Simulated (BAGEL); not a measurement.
# C2H4FN (SMILES [H]/N=C(\C)F): HF/6-31G(d) (density fitting with qzvpp-jkfit, spherical functions)

Aim: the vertical electron affinity of C2H4FN at HF/6-31G* (density fitting with qzvpp-jkfit, spherical functions), from 2 runs. 

The calculation is run with BAGEL 1.2.2.

2 further runs of the same task are left out: 2 set aside as unsound or not needed.

## Step 1: Starting point

C2H4FN: 8 atoms, total charge 0, spin state singlet. As SMILES, `[H]/N=C(\C)F`. The coordinates come from a PBE0-D4/def2-TZVP relaxation.

Bond lengths: C1–C2 1.488 Å, C2–N3 1.247 Å, C2–F4 1.341 Å, C1–H5 1.088 Å, C1–H6 1.092 Å, C1–H7 1.092 Å, N3–H8 1.015 Å. Angles: C1–C2–N3 132.0°, C1–C2–F4 110.6°, N3–C2–F4 117.4°, C2–C1–H5 111.2°, C2–C1–H6 109.7°, C2–C1–H7 109.7°, C2–N3–H8 110.7°, H5–C1–H6 109.4°, H5–C1–H7 109.4°, H6–C1–H7 107.3°.

## Step 2: The energy at HF/6-31G(d) (density fitting with qzvpp-jkfit, spherical functions)

File input.json:

```json
{ "bagel": [

{
  "title": "molecule",
  "basis": "6-31gs.json",
  "df_basis": "qzvpp-jkfit",
  "angstrom": "true",
  "geometry": [
    { "atom": "C", "xyz": [   -0.246700,    0.732400,   -0.287300 ] },
    { "atom": "C", "xyz": [    0.491400,   -0.429400,    0.278400 ] },
    { "atom": "N", "xyz": [    0.166300,   -1.620900,    0.450400 ] },
    { "atom": "F", "xyz": [    1.725800,   -0.065300,    0.654000 ] },
    { "atom": "H", "xyz": [   -1.250500,    0.448000,   -0.597200 ] },
    { "atom": "H", "xyz": [   -0.308700,    1.527700,    0.458900 ] },
    { "atom": "H", "xyz": [    0.298400,    1.132700,   -1.145000 ] },
    { "atom": "H", "xyz": [   -0.783900,   -1.782300,    0.132000 ] }
  ]
},
{ "title": "hf" },
{ "title": "print", "file": "orbitals.molden", "orbitals": "true" }

]}
```

The basis set 6-31G* is read from a file made from the Basis Set Exchange's data (not shown).

Command:

```
BAGEL_NUM_THREADS=1 BAGEL input.json > input.out
```

Output:

```text
* using 1 threads per process

  ===============================================================
  ===============================================================

  *** Geometry ***

  { "atom" : "C", "xyz" : [     -0.466195,      1.384035,     -0.542918 ] },
  { "atom" : "C", "xyz" : [      0.928611,     -0.811448,      0.526100 ] },
  { "atom" : "N", "xyz" : [      0.314261,     -3.063057,      0.851133 ] },
  { "atom" : "F", "xyz" : [      3.261289,     -0.123399,      1.235881 ] },
  { "atom" : "H", "xyz" : [     -2.363103,      0.846597,     -1.128544 ] },
  { "atom" : "H", "xyz" : [     -0.583358,      2.886935,      0.867195 ] },
  { "atom" : "H", "xyz" : [      0.563894,      2.140493,     -2.163736 ] },
  { "atom" : "H", "xyz" : [     -1.481356,     -3.368059,      0.249444 ] },

  Number of auxiliary basis functions:      376

  Since a DF basis is specified, we compute 2- and 3-index integrals:
    o Being stored without compression. Storage requirement is 0.012 GB

  Number of basis functions:       64
  Number of electrons      :       32

    * METHOD: MOLECULE                             0.12

  *** RHF ***

  === Nuclear Repulsion ===
   119.7571144237

      * DIIS with orbital gradients will be used.

  === RHF iteration (6-31gs.json) ===
      0       -231.72186535          0.02554176           0.03
      1       -231.86867027          0.01637608           0.02
      2       -231.93480454          0.00225898           0.02
      3       -231.93706904          0.00086032           0.02
      4       -231.93738226          0.00024816           0.02
      5       -231.93743665          0.00013254           0.02
      6       -231.93744605          0.00005542           0.02
      7       -231.93744864          0.00001319           0.02
      8       -231.93744871          0.00000602           0.02
      9       -231.93744873          0.00000171           0.02
     10       -231.93744873          0.00000053           0.02
     11       -231.93744873          0.00000018           0.02
     12       -231.93744873          0.00000009           0.02
     13       -231.93744873          0.00000003           0.02
     14       -231.93744873          0.00000001           0.02
     15       -231.93744873          0.00000001           0.02
    * SCF iteration converged.

    * Permanent dipole moment:
           (    1.034295,    -0.834963,     0.596471) a.u.

    * METHOD: HF                                   0.45

    * METHOD: PRINT                                0.01

  ===============================================================
```

Wall time 0.89 s (1 thread of Intel Xeon Platinum 8488C (Sapphire Rapids), shared host); peak memory 0.08 GiB.

## Step 3: The doublet anion, same level

File hf.json:

```json
{ "bagel" : [

{
  "title" : "molecule",
  "basis" : "6-31gs.json",
  "df_basis" : "qzvpp-jkfit",
  "angstrom" : "true",
  "geometry" : [
    { "atom" : "C", "xyz" : [   -0.246700,    0.732400,   -0.287300 ] },
    { "atom" : "C", "xyz" : [    0.491400,   -0.429400,    0.278400 ] },
    { "atom" : "N", "xyz" : [    0.166300,   -1.620900,    0.450400 ] },
    { "atom" : "F", "xyz" : [    1.725800,   -0.065300,    0.654000 ] },
    { "atom" : "H", "xyz" : [   -1.250500,    0.448000,   -0.597200 ] },
    { "atom" : "H", "xyz" : [   -0.308700,    1.527700,    0.458900 ] },
    { "atom" : "H", "xyz" : [    0.298400,    1.132700,   -1.145000 ] },
    { "atom" : "H", "xyz" : [   -0.783900,   -1.782300,    0.132000 ] }
  ]
},
{ "title" : "uhf", "charge" : -1, "nopen" : 1 },
{ "title" : "print", "file" : "orbitals.molden", "orbitals" : "true" }

]}
```

The basis set 6-31G* is read from a file made from the Basis Set Exchange's data (not shown).

Command:

```
BAGEL_NUM_THREADS=1 BAGEL hf.json > hf.out
```

Output:

```text
* using 1 threads per process

  ===============================================================
  ===============================================================

  *** Geometry ***

  { "atom" : "C", "xyz" : [     -0.466195,      1.384035,     -0.542918 ] },
  { "atom" : "C", "xyz" : [      0.928611,     -0.811448,      0.526100 ] },
  { "atom" : "N", "xyz" : [      0.314261,     -3.063057,      0.851133 ] },
  { "atom" : "F", "xyz" : [      3.261289,     -0.123399,      1.235881 ] },
  { "atom" : "H", "xyz" : [     -2.363103,      0.846597,     -1.128544 ] },
  { "atom" : "H", "xyz" : [     -0.583358,      2.886935,      0.867195 ] },
  { "atom" : "H", "xyz" : [      0.563894,      2.140493,     -2.163736 ] },
  { "atom" : "H", "xyz" : [     -1.481356,     -3.368059,      0.249444 ] },

  Number of auxiliary basis functions:      376

  Since a DF basis is specified, we compute 2- and 3-index integrals:
    o Being stored without compression. Storage requirement is 0.012 GB

  Number of basis functions:       64
  Number of electrons      :       32

    * METHOD: MOLECULE                             0.12

  *** Open-shell HF ***

  === Nuclear Repulsion ===
   119.7571144237

      * DIIS with orbital gradients will be used.

  === UHF iteration (6-31gs.json) ===
      0       -231.52974604          0.05252632           0.05
      1       -231.73615348          0.02729082           0.05
      2       -231.78188767          0.01467452           0.05
      3       -231.79975087          0.00146040           0.05
      4       -231.80020599          0.00053585           0.05
      5       -231.80034127          0.00024383           0.05
      6       -231.80040576          0.00008871           0.05
      7       -231.80041440          0.00004125           0.05
      8       -231.80041562          0.00001678           0.05
      9       -231.80041603          0.00000763           0.05
     10       -231.80041613          0.00000309           0.05
     11       -231.80041616          0.00000159           0.05
     12       -231.80041617          0.00000054           0.05
     13       -231.80041617          0.00000028           0.05
     14       -231.80041617          0.00000016           0.05
     15       -231.80041617          0.00000009           0.05
     16       -231.80041617          0.00000003           0.04
     17       -231.80041617          0.00000001           0.05
    * SCF iteration converged.

    * S^2 (UHF) is 0.7642

    * Permanent dipole moment:
           (    0.471956,    -1.267293,     0.491562) a.u.

    * METHOD: UHF                                  0.96

    * METHOD: PRINT                                0.01

  ===============================================================
```

It took 1.4 s on 1 thread of Intel Xeon Platinum 8488C (Sapphire Rapids), shared host; peak memory 0.08 GiB.

## Step 4: Summary of results

At HF/6-31G* (density fitting with qzvpp-jkfit, spherical functions):

| quantity | value |
| --- | --- |
| singlet C2H4FN: total energy | -231.93745 Eh |
| singlet C2H4FN: dipole moment | 3.70 D |
| singlet C2H4FN: HOMO energy | -11.91 eV |
| singlet C2H4FN: LUMO energy | 4.93 eV |
| singlet C2H4FN: HOMO–LUMO gap | 16.84 eV |
| doublet anion: total energy | -231.80042 Eh |
| doublet anion: ⟨S²⟩ | 0.764 |
| vertical electron affinity (to the doublet anion) | -3.729 eV |

In words: The anion lies 3.73 eV (360 kJ/mol) above the neutral: the electron isn't bound at this level, and such a value depends on the basis. Without diffuse functions anions come out too high. Hartree–Fock misses the correlation that binds many anions.
